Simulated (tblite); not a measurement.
Isomers of C3H4ClO (doublet state). Computed values, GFN2-xTB/tblite, gas phase, harmonic and unscaled. Errors from tens to a few hundred cm⁻¹ against measured bands are possible. One conformer each. Open shells enter through the occupations alone, without spin polarisation, and single modes of such species can be off by tens of per cent.

Electronic energies: GFN2-xTB at the same geometries; isomer energies are rough at this level and their order can be wrong.

```tsv
SMILES	electronic energy, lowest = 0 (kJ/mol)
[H]/[C]=C(\Cl)CO	145.8
C=C(Cl)[CH]O	0.0
C=C(Cl)C[O]	125.4
```

Q: How do GFN2-xTB zero-point energies change the relative energies?

A: 
```
          SMILES  ZPE (kJ/mol)  of it from modes above 1550 cm⁻¹  electronic (kJ/mol)  with ZPE, lowest = 0 (kJ/mol)  lowest mode (cm⁻¹)  rings
    C=C(Cl)[CH]O         158.0                              76.5                  0.0                            0.0                 208      0
     C=C(Cl)C[O]         152.5                              78.0                125.4                          119.9                  75      0
[H]/[C]=C(\Cl)CO         155.9                              85.9                145.8                          143.8                  82      0
```

The zero-point energies span 5.5 kJ/mol, from `C=C(Cl)C[O]` to `C=C(Cl)[CH]O`. The order is unchanged.

Q: What do entropy and thermal enthalpy add at 298.15 K and 1 bar (rigid rotor, harmonic oscillator, one conformer each)?

A: 
```csv
SMILES,point group,symmetry number,S (J/(mol K)),H − H(0) (kJ/mol),ZPE + H − H(0) − TS (kJ/mol)
C=C(Cl)[CH]O,Cs,1,319.1,17.29,80.1
C=C(Cl)C[O],Cs,1,326.3,17.57,72.8
[H]/[C]=C(\Cl)CO,C1,1,333.2,18.85,75.4
```

S holds R ln(2S + 1) for the spin.
